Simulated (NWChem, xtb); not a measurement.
How methods differ on C2HF2 (SMILES [CH]=C(F)F)

C2HF2: 5 atoms, total charge 0, spin state doublet. As SMILES, `[CH]=C(F)F`. The shape is that of a PBE0-D4/def2-TZVP optimisation.

Each level gives the vertical ionisation energy (to the singlet cation) (eV). The values are calculated.

| level | kind | program | value (eV) | CPU time (all runs) |
| --- | --- | --- | --- | --- |
| GFN2-xTB | semi-empirical | xtb | 15.99 | under 2 s |
| GFN1-xTB | semi-empirical | xtb | 16.32 | under 2 s |
| USVWN5/SBKJC-VDZ (core potential) | LDA | NWChem | 13.89 | 6.1 s |
| USVWN5/jorge-DZP | LDA | NWChem | 13.50 | 14 s |
| USVWN5/jorge-TZP | LDA | NWChem | 13.54 | 92 s |
| USVWN5/MINI | LDA | NWChem | 12.92 | 4.4 s |
| USVWN5/MIDI! | LDA | NWChem | 12.96 | 5.9 s |
| USVWN5/DGauss-DZVP | LDA | NWChem | 13.61 | 12 s |

The values span 12.92 to 16.32 eV. The xTB values lack the empirical shift that such differences need. Times are those of the runs behind each value, whatever else they computed, on shared processors of several kinds: orders of magnitude only.
